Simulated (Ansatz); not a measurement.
```xyz
16

C     0.743    0.281   -2.014
N     0.410   -0.452   -0.822
C    -0.062    0.190    0.172
C    -0.344    1.666    0.201
N    -0.316   -0.473    1.341
C    -0.222   -1.908    1.395
H     1.085   -0.415   -2.781
H    -0.110    0.834   -2.433
H     1.551    1.009   -1.853
H    -0.735    1.994    1.165
H    -1.063    1.931   -0.577
H     0.571    2.227   -0.004
H    -0.945   -0.027    1.982
H    -0.922   -2.398    0.708
H    -0.422   -2.238    2.414
H     0.782   -2.222    1.108
```

Charge 0, multiplicity 1.

Problem. List the PBE0/def2-TZVPP orbital energies in eV (Ansatz 0.2.0). (An estimate is asked.)

Solution. Computed: Occupied: -391.63, -390.05, -279.69, -278.55, -278.24, -278.16, -26.72, -24.34, -20.87, -19.17, -18.69, -15.52, -13.88, -13.23, -12.77, -11.89, -11.66, -11.12, -11.12, -10.80, -10.43, -8.80, -6.68, -6.15. Lowest empty: 1.03, 1.15, 1.63, 2.25, 2.85, 2.94, 3.18, 3.51.
